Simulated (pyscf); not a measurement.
**Routes from `[O]=[V]([F])([F])[F]` + `[H][H]`**

Candidate steps break at most two bonds and form at most two. Each was searched with GFN2-xTB (tblite) first. Optimised with ωB97X-D3(BJ)/def2-SVP in PySCF. Energies: ωB97M-D3(BJ)/def2-TZVP, kcal/mol, from the separated reactants, singlet surface; ΔG‡ with ideal gas, 1 atm, RRHO with modes under 100 cm⁻¹ raised to 100, one conformer, R ln 2 for chiral ones without a mode under 150 cm⁻¹.

```tsv
products	type	ΔE‡	ΔE	ΔG‡ 298 K	ΔG‡ 900 K	ν‡ (cm⁻¹)
O=VH(F)–F + HF	four-centre exchange	37.2	+28.0	46.1	63.4	966i
HO–VH(F)(F)–F	addition across a multiple bond or ene-type step	47.2	+21.9	56.4	74.6	1427i
```

Row 2: On the product side the descent ends in a point that may be a rotor saddle (no frequency run), 4.1 kcal/mol over the lowest minimum found and 20.6 kcal/mol under the saddle at ωB97X-D3(BJ)/def2-TZVP. 

Plain bond fissions and candidates not yet searched are not listed, and one of them may be faster. Each barrier is that of the saddle found; lower ones may exist.
